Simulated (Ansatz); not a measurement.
A structure relaxed at PBE0-D4/def2-TZVP, charge 0, multiplicity 1:

```xyz
13

C     0.967   -2.342    0.466
C     0.440   -1.134    0.576
O     0.589   -0.201   -0.408
C    -0.199    0.914   -0.353
C     0.346    2.117   -0.514
N    -1.531    0.629   -0.108
H     1.510   -2.644   -0.421
H     0.870   -3.042    1.283
H    -0.116   -0.800    1.446
H    -0.273    2.999   -0.602
H     1.419    2.220   -0.566
H    -2.135    1.434   -0.153
H    -1.889   -0.149   -0.647
```

Task: Give its formula and SMILES.

Result: C4H7NO, `C=COC(=C)N`.

Task: Point group (tolerance 0.08 Å, 0.16 Å for H)?

Result: C1.

Task: Summarise the bond lengths by kind.

Result: 2 × C–C 1.323 to 1.331 Å; 5 × C–H 1.079 to 1.085 Å; 2 × C–O 1.364 to 1.367 Å; 1 × C–N 1.385 Å; 2 × H–N 1.007 to 1.011 Å.

Program: Ansatz 0.2.0.
